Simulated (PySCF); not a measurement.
Two-dimensional NMR puzzle

Compound of formula C$_{2}$H$_{3}$Cl$_{3}$O. Correlations simulated from computed shifts and the bond graph:

HSQC (one-bond C–H):
| δH | δC |
| --- | --- |
| 3.93 | 82.2 |

HMBC (two and three bonds, from the bond graph):
| δH | δC |
| --- | --- |
| 3.93 | 126.3 |

Carbons without hydrogens: δ 126.3.

- structure optimised with PBE0-D3(BJ)/def2-TZVP
- GIAO B97-2/pcSseg-2 shieldings
- code: PySCF 2.14
- relativity neglected, one computed conformer, gas phase, equivalent nuclei averaged

Referencing at the same level of theory: $^{1}$H (σref 31.64), $^{13}$C (σref 185.38) against TMS.

Exchangeable hydrogens are left out of these lists.

Question: Work out the connectivity.

Answer: `ClC(CO)(Cl)Cl`.

Atom-mapped SMILES (the numbers label the heavy atoms): `[OH:1][CH2:2][C:3]([Cl:4])([Cl:5])[Cl:6]`. Hydrogens are named by the atom that carries them.

1. δC 126.3 is C3, a fully substituted sp3 carbon bonded to 3 Cl.
2. δC 82.2 is C2, an sp3 CH2 bonded to O (δH 3.93).
3. HMBC from δH 3.93 reaches the proton-free carbon C3.

The data come from this structure; uniqueness wasn't tested.

OH and NH positions are those of a molecule without intermolecular hydrogen bonds; in solution they move with solvent, concentration and temperature, and exchange usually removes their couplings. Carbons that carry Cl, above all several Cl atoms, come out too deshielded, partly because spin–orbit coupling is missing. Shifts are as computed. Against solution values, carbons near 30 ppm lie about +3 ppm off and those near 130 ppm about +7 ppm; carbons on Cl a further +5 ppm. Of 1211 compounds with measured shifts, 218 miss one by over three times the rms of a fit or turn the order of signals round; such compounds aren't used in these exercises.
